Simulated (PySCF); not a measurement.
**M06-2X/STO-6G run of NaF (SMILES [F][Na])**

What is the vertical singlet–triplet gap of NaF at M06-2X/STO-6G? 

The calculation is run with PySCF 2.14.0.

7 further runs of the same task are left out: 7 set aside as unsound or not needed.

## Step 1: The system as given

NaF: 2 atoms, total charge 0, spin state singlet. SMILES: `[F][Na]`. The shape is that of a PBE0-D4/def2-TZVP optimisation.

Bond lengths: F1–Na2 1.922 Å.

## Step 2: A single-point energy at M06-2X/STO-6G

File calc.py:

```python
# [F][Na]
from pyscf import gto, dft

mol = gto.Mole()
mol.atom = '''
F     -1.519529     0.453723    -0.798220
Na     1.575276    -0.567485     0.805968
'''
mol.unit = 'bohr'
mol.max_memory = 1860
mol.basis = 'sto-6g'
mol.verbose = 3
mol.spin = 0
mol.build()

calc0 = dft.RKS(mol)
calc0.xc = 'm06-2x'
calc0.grids.level = 5
calc0.conv_tol = 1e-10
calc0.kernel()
if not calc0.converged:
    calc0 = calc0.newton().run(calc0.mo_coeff, calc0.mo_occ)

e_final = calc0.e_tot
print('E(%s) = %.9f' % ('M06-2X', e_final))
```

The run is started by

```console
OMP_NUM_THREADS=1 python calc.py
```

What it wrote:

```text
converged SCF energy = -260.842815587718
E(M06-2X) = -260.842815588
```

It took 3.6 s on 1 thread of Intel Xeon Platinum 8259CL at 2.50GHz (Skylake/Cascade Lake), shared host; peak memory 0.16 GiB.

## Step 3: The triplet

File job.py:

```python
from pyscf import gto, dft

mol = gto.M(
    atom=[
    ('F', (-0.804100, 0.240100, -0.422400)),
    ('Na', (0.833600, -0.300300, 0.426500)),
],
    verbose=3,
    basis='sto-6g',
    max_memory=1860,
    spin=2,
)

calc0 = dft.UKS(mol)
calc0.xc = 'm06-2x'
calc0.grids.level = 5
calc0.conv_tol = 1e-10
calc0.kernel()
if not calc0.converged:
    calc0 = calc0.newton().run(calc0.mo_coeff, calc0.mo_occ)

e_tot = calc0.e_tot
print('E(%s) = %.9f' % ('M06-2X', e_tot))
```

The run is started by

```console
OMP_NUM_THREADS=1 python job.py
```

What it wrote:

```text
WARN: HOMO 0.126412542094339 >= LUMO -0.577867821588501

WARN: HOMO 0.215326798742946 >= LUMO 0.020553067540835

WARN: HOMO 0.210872186661465 >= LUMO 0.0205496553416447

WARN: HOMO 0.211706150589115 >= LUMO 0.019620830287198

WARN: HOMO 0.21181065878292 >= LUMO 0.0192977438161407

WARN: HOMO 0.211809021768272 >= LUMO 0.0193144439474516

WARN: HOMO 0.211809158088812 >= LUMO 0.0193146213962403

WARN: HOMO 0.211810997250943 >= LUMO 0.0194301385809122

WARN: HOMO 0.211807420050852 >= LUMO 0.0193767981166046

WARN: HOMO 0.211807078309432 >= LUMO 0.0173675227639237

WARN: HOMO 0.211809164593763 >= LUMO 0.0167385851545729

WARN: HOMO 0.211813550616523 >= LUMO 0.0212541881169918

WARN: HOMO 0.211808150872255 >= LUMO 0.0190812075245822

WARN: HOMO 0.211808584341215 >= LUMO 0.019152512120435

WARN: HOMO 0.211808629149526 >= LUMO 0.0192837531753284

WARN: HOMO 0.211808634456322 >= LUMO 0.0192130593024636

WARN: HOMO 0.211808617252776 >= LUMO 0.0192083457364597

WARN: HOMO 0.211808625975003 >= LUMO 0.0192166433897552

converged SCF energy = -260.603190295337  <S^2> = 2.0003675  2S+1 = 3.000245
E(M06-2X) = -260.603190295
```

Run time: 8.1 s. Hardware: 1 thread of Intel Xeon Platinum 8259CL at 2.50GHz (Skylake/Cascade Lake), shared host; peak memory 0.18 GiB.

## Step 4: Results

Level: M06-2X/STO-6G.

```
                                        quantity          value
                           singlet: total energy  -260.84282 Eh
                          singlet: dipole moment         6.20 D
                            singlet: HOMO energy        0.23 eV
                            singlet: LUMO energy        9.05 eV
                          singlet: HOMO–LUMO gap        8.82 eV
                           triplet: total energy  -260.60319 Eh
                          triplet: dipole moment         1.51 D
                                   triplet: ⟨S²⟩          2.000
vertical energy of the triplet above the singlet       6.521 eV
```

In words: At this shape the triplet lies 6.52 eV (629 kJ/mol) above the singlet. In a minimal basis such a difference can be off by several eV, whatever the method.
